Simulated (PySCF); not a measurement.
Record of a relaxation.

C₄H₉P.
Bonds: C1–C2 (double), C2–P3, P3–C4, P3–C5. Hydrogens: H6, H7 on C1; H8 on C2; H9, H10, H11 on C4; H12, H13, H14 on C5.

Method: PySCF 2.14.0, PBE0-D3(BJ)/def2-SVP geometry optimisation, gas phase; density fitting, grid level 1; the optimiser is geomeTRIC in internal coordinates, started from a GFN2-xTB structure with every atom displaced at random (about 0.01 Å). 6 of its 9 geometries are shown. The frame can shift and turn from step to step; on so coarse a grid that alone can change the energy by a few meV, and forces under 0.02 eV/Å are noise.

Step 0: E = -13568.3569 eV, largest atomic force 2.470 eV/Å
```
atom  x, y, z in Å  |  force x, y, z in eV/Å
C1      2.144   -0.465    0.019   -1.687   1.795   0.184
C2      0.963   -0.839    0.522    0.287   0.786   0.096
P3     -0.460    0.224    0.964    0.478  -0.108  -0.261
C4     -0.226    1.578   -0.287   -1.852  -0.171   0.963
C5     -1.747   -0.776    0.093   -0.454   1.087   0.646
H6      2.926   -1.128   -0.172    1.504  -1.441  -0.271
H7      2.327    0.586   -0.245    0.048  -0.123  -0.002
H8      0.840   -1.869    0.793   -0.183  -0.987   0.237
H9      0.531    2.261    0.043    0.795   0.598   0.137
H10    -1.194    2.133   -0.313    0.482  -0.127  -0.044
H11    -0.041    1.165   -1.259    0.386  -0.252  -0.940
H12    -1.469   -0.952   -0.928    0.103  -0.213  -0.941
H13    -1.900   -1.709    0.610   -0.022  -0.746   0.358
H14    -2.702   -0.223    0.152    0.114  -0.097  -0.161
```

Step 2: E = -13568.5224 eV, largest atomic force 0.105 eV/Å
```
atom  x, y, z in Å  |  force x, y, z in eV/Å
C1      2.132   -0.530   -0.079    0.102  -0.020  -0.013
C2      1.006   -0.925    0.525   -0.026  -0.024  -0.009
P3     -0.429    0.098    0.981    0.016   0.014  -0.038
C4     -0.235    1.532   -0.166    0.002  -0.017  -0.003
C5     -1.750   -0.850    0.091    0.005  -0.016  -0.017
H6      2.967   -1.221   -0.244   -0.086   0.024   0.023
H7      2.284    0.497   -0.426   -0.022   0.003   0.006
H8      0.925   -1.969    0.856    0.022   0.010   0.022
H9      0.583    2.185    0.174   -0.002  -0.022   0.008
H10    -1.161    2.127   -0.143    0.005  -0.006  -0.002
H11    -0.035    1.209   -1.200   -0.005   0.026   0.003
H12    -1.494   -1.038   -0.964   -0.014   0.019   0.010
H13    -1.912   -1.815    0.595    0.007   0.010   0.000
H14    -2.693   -0.285    0.141   -0.004  -0.002   0.011
```

Step 3: E = -13568.5236 eV, largest atomic force 0.070 eV/Å
```
atom  x, y, z in Å  |  force x, y, z in eV/Å
C1      2.133   -0.532   -0.078   -0.026  -0.014   0.010
C2      1.007   -0.928    0.524   -0.022   0.066   0.006
P3     -0.428    0.096    0.974   -0.014  -0.006  -0.024
C4     -0.232    1.533   -0.168   -0.021  -0.015   0.016
C5     -1.753   -0.849    0.087   -0.011   0.027   0.010
H6      2.962   -1.228   -0.229    0.058  -0.011  -0.020
H7      2.282    0.491   -0.438   -0.011  -0.021   0.007
H8      0.935   -1.967    0.873    0.005  -0.015   0.009
H9      0.588    2.178    0.178    0.015   0.013   0.011
H10    -1.157    2.130   -0.141    0.013  -0.003   0.003
H11    -0.034    1.222   -1.206    0.002  -0.007  -0.022
H12    -1.508   -1.028   -0.971    0.000   0.005  -0.019
H13    -1.909   -1.817    0.587    0.006  -0.012   0.004
H14    -2.697   -0.287    0.150    0.006  -0.008   0.008
```

Step 5: E = -13568.5244 eV, largest atomic force 0.039 eV/Å
```
atom  x, y, z in Å  |  force x, y, z in eV/Å
C1      2.128   -0.543   -0.078   -0.035   0.015  -0.007
C2      1.003   -0.932    0.533    0.030  -0.007   0.008
P3     -0.432    0.096    0.969   -0.019  -0.004   0.004
C4     -0.223    1.533   -0.169    0.007   0.003   0.000
C5     -1.758   -0.843    0.080   -0.002   0.011   0.001
H6      2.967   -1.230   -0.220    0.008  -0.019   0.003
H7      2.262    0.475   -0.458    0.015   0.002  -0.001
H8      0.938   -1.964    0.904   -0.003   0.003   0.000
H9      0.600    2.171    0.184   -0.001   0.003  -0.004
H10    -1.143    2.136   -0.142   -0.001   0.005   0.000
H11    -0.023    1.227   -1.209   -0.001  -0.006   0.001
H12    -1.523   -1.006   -0.983    0.000   0.001  -0.002
H13    -1.903   -1.818    0.570    0.005  -0.004  -0.006
H14    -2.705   -0.288    0.161   -0.004  -0.003   0.003
```

Step 6: E = -13568.5246 eV, largest atomic force 0.052 eV/Å
```
atom  x, y, z in Å  |  force x, y, z in eV/Å
C1      2.124   -0.553   -0.079    0.025  -0.045   0.005
C2      1.000   -0.930    0.541    0.006  -0.028   0.002
P3     -0.436    0.101    0.968    0.000   0.015   0.015
C4     -0.219    1.537   -0.168    0.018   0.012  -0.013
C5     -1.759   -0.838    0.075    0.004  -0.011  -0.014
H6      2.959   -1.250   -0.208   -0.034   0.039  -0.005
H7      2.266    0.457   -0.476    0.003  -0.001   0.006
H8      0.934   -1.958    0.924    0.003   0.017  -0.003
H9      0.606    2.173    0.187   -0.010  -0.016  -0.009
H10    -1.137    2.144   -0.143   -0.004   0.001  -0.005
H11    -0.018    1.229   -1.208   -0.004   0.006   0.017
H12    -1.527   -0.987   -0.992   -0.003   0.004   0.014
H13    -1.893   -1.820    0.553    0.003   0.008  -0.008
H14    -2.710   -0.291    0.167   -0.007   0.000  -0.001
```

Step 8: E = -13568.5248 eV, largest atomic force under 0.02 eV/Å
```
atom  x, y, z in Å  |  force x, y, z in eV/Å
C1      2.117   -0.564   -0.076    0.005   0.004   0.000
C2      0.994   -0.934    0.549   -0.003   0.004  -0.003
P3     -0.438    0.106    0.971    0.000   0.003   0.004
C4     -0.210    1.537   -0.170   -0.001   0.001   0.000
C5     -1.761   -0.828    0.072   -0.004  -0.002   0.002
H6      2.949   -1.262   -0.207    0.002  -0.006   0.002
H7      2.261    0.444   -0.474   -0.002   0.000   0.000
H8      0.924   -1.959    0.938   -0.002  -0.004  -0.001
H9      0.620    2.168    0.183    0.003   0.001   0.001
H10    -1.123    2.151   -0.148    0.000  -0.001   0.000
H11    -0.010    1.225   -1.208    0.001  -0.002  -0.003
H12    -1.530   -0.967   -0.996    0.001   0.002  -0.002
H13    -1.890   -1.816    0.539   -0.001   0.000   0.001
H14    -2.714   -0.287    0.170    0.000   0.001  -0.001
```

Question: Summarise the path.

Answer: The energy falls by 0.1678 eV from step 0 to step 8; nine tenths of that is first reached at step 1. It falls at every step. The largest force goes from 2.470 to under 0.02 eV/Å. Among the bonds C1–H6 changes most, from 1.042 to 1.094 Å; the atoms move by 0.108 Å rms after alignment.

What follows is the cost of the whole optimisation. The run took 59 s wall, 52 s CPU on Intel Xeon Platinum 8488C, one thread, on a shared host, and the process peaked at 0.51 GiB of memory.
